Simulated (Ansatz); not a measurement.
# C₂H₄FNOS: up Jacob's ladder to CCSD(T)

Aim: compute C₂H₄FNOS with functionals from several rungs and with coupled cluster, and see how far each lands from CCSD(T) at the basis-set limit for the atomisation energy.

The runs use Ansatz 0.2.0, Gaussian basis; functionals in def2-TZVPP, the program's frozen cores in correlated methods.

Plan: LDA (SPW92), PBE-D4, revPBE-D4, BLYP-D4, r2SCAN-D4, B97M-V, PBE0-D4, B3LYP-D4, r2SCANh-D4, r2SCAN0-D4, HSE06-D4, BHLYP-D4, CAM-B3LYP-D4, LC-ωPBE, ωB97X-V, ωB97M-V, B2PLYP, PBE-QIDH; CCSD(T)/def2-SVP; CCSD(T)/def2-TZVPP; MP2/def2-QZVPP; extrapolation to the limit; RPA on PBE.

## 1. The geometry

The geometry comes from an earlier relaxation with PBE0-D4 in a triple-zeta def2 set; it is a stationary point, not always the lowest conformer.

SMILES `N/C(S)=C(\O)F`, 10 atoms, charge 0, spin multiplicity 1.

Atoms are counted from 1 here; the program's logs count them from 0.

Bond lengths: N1–C2 1.401 Å, N1–H7 1.011 Å, N1–H8 1.011 Å, C2–S3 1.751 Å, C2–C4 1.332 Å, S3–H9 1.347 Å, C4–O5 1.345 Å, C4–F6 1.334 Å, O5–H10 0.964 Å. Angles: C2–N1–H7 112.3°, C2–N1–H8 112.0°, H7–N1–H8 110.9°, N1–C2–S3 117.1°, N1–C2–C4 122.2°, S3–C2–C4 120.6°, C2–S3–H9 96.0°, C2–C4–O5 123.2°, C2–C4–F6 123.5°, O5–C4–F6 113.2°, C4–O5–H10 109.3°.

As a file:

```xyz
10
charge 0, multiplicity 1
N    -0.0799   -1.3136   -0.5579
C     0.1525   -0.2506    0.3246
S     0.7843   -0.6514    1.9079
C    -0.1197    1.0131    0.0024
O    -0.6007    1.3790   -1.1993
F    -0.0293    2.0278    0.8635
H    -0.3662   -0.9953   -1.4743
H     0.7172   -1.9328   -0.6233
H    -0.1751   -1.5432    2.2217
H    -0.2001    2.2160   -1.4622
```

## 2. LDA

This LDA is Slater exchange with PW92 correlation.

in.yaml reads:

```yaml
crystal:
  periodic: [false, false, false]
  atoms:
    - {symbol: N, position_ang: [-0.079859, -1.313642, -0.557891]}
    - {symbol: C, position_ang: [0.152469, -0.250650, 0.324581]}
    - {symbol: S, position_ang: [0.784262, -0.651419, 1.907948]}
    - {symbol: C, position_ang: [-0.119729, 1.013101, 0.002381]}
    - {symbol: O, position_ang: [-0.600654, 1.378974, -1.199328]}
    - {symbol: F, position_ang: [-0.029306, 2.027846, 0.863460]}
    - {symbol: H, position_ang: [-0.366164, -0.995347, -1.474270]}
    - {symbol: H, position_ang: [0.717238, -1.932765, -0.623253]}
    - {symbol: H, position_ang: [-0.175094, -1.543219, 2.221676]}
    - {symbol: H, position_ang: [-0.200063, 2.216023, -1.462204]}
basis:
  gaussian: {orbitals: def2-TZVPP}
hamiltonian: {xc: lda}
output: {orbitals: {seedname: orbitals}}
```

Command:

```
$ ansatz run in.yaml --threads 4 --pin off --events-out ev --progress --plain --max-ram 10444MiB
```

After this run come: PBE-D4 (GGA); revPBE-D4 (GGA); BLYP-D4 (GGA); r2SCAN-D4 (meta-GGA); B97M-V (meta-GGA); B3LYP-D4 (hybrid); r2SCANh-D4 (hybrid); r2SCAN0-D4 (hybrid); HSE06-D4 (hybrid); BHLYP-D4 (hybrid); CAM-B3LYP-D4 (range-separated); LC-ωPBE (range-separated); ωB97X-V (range-separated); ωB97M-V (range-separated); B2PLYP (double hybrid); PBE-QIDH (double hybrid); CCSD(T) in def2-SVP; CCSD(T) in def2-TZVPP; MP2 in def2-QZVPP; RPA on PBE orbitals.

Q: Predict the results of all the runs planned. Wanted: atomisation energy, CCSD(T)/CBS; farthest beyond LDA; mean size of error, GGA; mean size of error, meta-GGA; mean size of error, hybrid; mean size of error, range-separated; mean size of error, double hybrid; gap, smallest and largest; T1 diagnostic.

**Answer**, as computed:

| quantity | value |
| --- | --- |
| atomisation energy, CCSD(T)/CBS | 905.6 kcal/mol |
| functionals within 4.5 kcal/mol (0.5 %) | B97M-V, B3LYP-D4, LC-ωPBE |
| farthest beyond LDA | BHLYP-D4 (-46.0 kcal/mol) |
| mean size of error, GGA | 22.8 kcal/mol |
| mean size of error, meta-GGA | 4.8 kcal/mol |
| mean size of error, hybrid | 15.7 kcal/mol |
| mean size of error, range-separated | 5.4 kcal/mol |
| mean size of error, double hybrid | 8.7 kcal/mol |
| gap, smallest and largest | 4.06 eV (BLYP-D4), 11.12 eV (LC-ωPBE) |
| T1 diagnostic | 0.0123 |
| triples share of the correlation energy | 4.0 % |

What this shows: The LDA atomisation energy is off by 188.4 kcal/mol (21 %): it overbinds. PBE-D4 misses by +44.6 kcal/mol. Double hybrids carry the basis error of their MP2 part in triple zeta, and no dispersion term here, so their miss is partly the set-up's. By mean error the best rung here is meta-GGA (4.8 kcal/mol) and the worst beyond LDA is GGA (22.8 kcal/mol). The gap between the best rungs is small, so their order is not settled. The reference freezes the cores and leaves out relativity and excitations past (T), so misses under about 4.5 kcal/mol can't be ranked. Hartree-Fock recovers 65 % of the binding; the rest is correlation. CCSD(T) in def2-SVP is off by -60.2 kcal/mol, so the small basis spoils what the method gains. Orbital gaps span 4.1 to 11.1 eV; exact exchange widens them.
